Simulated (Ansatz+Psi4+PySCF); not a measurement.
Values are calculated unless marked as measured or tabulated.
Input for Psi4 1.11:

```
molecule {
1 2
F 0.000000 0.000000 -1.301750
Cl 0.000000 0.000000 0.689160
}

basis {
assign Cl cc-pV(T+d)Z
assign F cc-pVTZ
}
set reference uhf
set scf_type pk
set mp2_type conv
set cc_type conv
set num_frozen_docc 6
energy('ccsd(t)')
```

The input is written out from the run's settings.

The run gave:

| Property | Result |
| --- | --- |
| Converged | yes |
| Reference energy | -558.38380 hartree |
| CCSD correlation energy | -0.46003 hartree |
| Triples correction | -0.02443 hartree |
| Total energy | -558.86827 hartree |
| Spin squared of the determinant | 0.764 |
| T1 diagnostic | 0.061 |
| Occupied orbitals by symmetry in an Abelian subgroup (alpha; beta) | 7 A1 3 B1 3 B2; 7 A1 2 B1 3 B2 |

The reference isn't the lowest determinant (another lies 1.72 eV lower), but the same method gives a higher total on the lower determinant. Caution: large amplitudes, a single reference is doubtful.
